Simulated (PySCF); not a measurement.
Species: cyclobutanemethanol, C₅H₁₀O.
SMILES with atom numbers: `[OH:1][CH2:2][CH:3]1[CH2:4][CH2:5][CH2:6]1`

NICS = −σ at a ghost point: NICS(0) at the centroid of the ring atoms, NICS(1) 1 Å to either side along the normal of their mean plane, zz for the tensor component along that normal. Level: GIAO PBE0/pcSseg-1 (PySCF, non-relativistic, gas phase) on the GFN2-xTB geometry, one conformer.

Ring bond lengths (Å), with Mayer bond orders in brackets: C3–C4 1.542 (0.99), C4–C5 1.536 (1.06), C5–C6 1.537 (1.05), C6–C3 1.539 (0.99).

Problem. What do the NICS probes read (ppm)?

Solution. 
| ring | type | NICS(0) | NICS(1), two faces | NICS(1)zz, two faces | rms pucker (Å) | centre to ring atoms, mean (Å) |
| --- | --- | --- | --- | --- | --- | --- |
| C3–C4–C5–C6 | 4-membered carbocycle; formal bonds all single | 0.8 | 0.1 / -0.3 | 3.9 / 5.0 | 0.07 | 1.09 |

Problem. What do they say, and how far can they be read as aromaticity?

Solution. 
- C3–C4–C5–C6: mean NICS(1)zz 4.5 ppm, deshielded. C3, C4, C5, C6 have four or more neighbours, and the NICS criterion for π rings isn't applied.

Problem. What are the shieldings of the ring atoms and their hydrogens in the same run (means over atoms taken as equivalent)?

Solution. 
| atoms | environment | σ isotropic (ppm) |
| --- | --- | --- |
| C3 | four-membered-ring carbon | 149.6 |
| C4 (×2) | four-membered-ring carbon | 162.8 |
| C5 | four-membered-ring carbon | 169.8 |
| H on C3 | methine hydrogen | 29.19 |
| H on C4 (×2) | methylene hydrogen | 30.18 |
| H on C4 (×2) | methylene hydrogen | 29.61 |
| H on C5 | methylene hydrogen | 29.86 |
| H on C5 | methylene hydrogen | 29.65 |

Time: 18 s wall. Hardware: an Arm Neoverse V1 with one thread (shared host). This is the whole shielding run at PBE0/pcSseg-1, SCF included.

The values belong to the conformer `[OH:1][CH2:2][CH:3]1[CH2:4][CH2:5][CH2:6]1`: O1–C2–C3–C4 75°, H–O1–C2–C3 -55°.
